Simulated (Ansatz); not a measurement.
Scan of [Cl···H···S], triplet

Starting geometry:

```xyz
3

Cl    0.0000    0.0000   -1.5663
H     0.0000    0.0000   -0.2875
S     0.0000    0.0000    1.8537
```

From there H2 is moved from one fragment to the other while all else, the fragments' distance too, stays fixed, so the hump isn't the reaction's barrier; atoms are numbered as listed. Energies are in kJ/mol, counted from the starting geometry at the same level.

Basis cc-pVTZ; Ansatz 0.2.0. Correlated methods freeze the noble-gas cores. Prefix R: restricted or restricted open-shell reference; prefix U: unrestricted. Active spaces: valence = (14e, 9o) chosen from the atoms' valence shells.

Coupled cluster chose its determinant by trial CCSD, here up to 0.06 eV above the lowest Hartree–Fock solution of its kind. Runs in a small pair space aren't shown, since their orbitals change along the scan. A value is left out where its run failed or describes another state than the reference as far as symmetry and spin tell, or, spin-broken singlets apart, can't be checked. The reference follows the lowest state, whose symmetry changes from Σ⁻ or Δ to Π between 1.605 and 1.823.

Full CI isn't at hand for all of this; UCCSDT(Q) serves as the reference, and is uncertain by about the last step of the cluster series. The frozen core follows each run's orbitals, which can shift R against U totals by a few meV.

```json
{"distance Cl1-H2 (Å)": "1.279", "UCCSDT(Q)": "0.0", "error UHF": "0.0", "error UMP2": "0.0", "error UCCSD": "0.0", "error RCCSDT": "0.0", "error RCCSDT(Q)": "0.0", "error CASSCF (valence space)": "0.0"}
{"distance Cl1-H2 (Å)": "1.388", "UCCSDT(Q)": "11.6", "error UHF": "5.8", "error UMP2": "0.2", "error UCCSD": "1.5", "error RCCSDT": "0.2", "error RCCSDT(Q)": "0.0", "error CASSCF (valence space)": "1.3"}
{"distance Cl1-H2 (Å)": "1.605", "UCCSDT(Q)": "73.3", "error UHF": "16.5", "error UMP2": "0.7", "error UCCSD": "5.3", "error RCCSDT": "0.6", "error RCCSDT(Q)": "0.1", "error CASSCF (valence space)": "5.9"}
{"distance Cl1-H2 (Å)": "1.823", "UCCSDT(Q)": "115.2", "error UHF": "18.1", "error UMP2": "24.2", "error UCCSD": "6.0", "error RCCSDT": "0.6", "error RCCSDT(Q)": "0.0", "error CASSCF (valence space)": "–"}
{"distance Cl1-H2 (Å)": "2.040", "UCCSDT(Q)": "91.6", "error UHF": "-6.3", "error UMP2": "14.3", "error UCCSD": "0.0", "error RCCSDT": "0.0", "error RCCSDT(Q)": "0.0", "error CASSCF (valence space)": "-3.5"}
```

Errors are those of relative energies. In total energy the starting point itself misses UCCSDT(Q) by: UHF 1001.5, UMP2 146.9, UCCSD 39.1, RCCSDT 1.5, RCCSDT(Q) 0.1, CASSCF (valence space) 973.8 kJ/mol.

Spread of the error over the points with a reference, to 2.040 Å (largest less smallest): RCCSDT(Q) 0.1, RCCSDT 0.7, UCCSD 6.0, CASSCF (valence space) 9.3 (4 of 5 points), UMP2 24.2, UHF 24.4 kJ/mol.
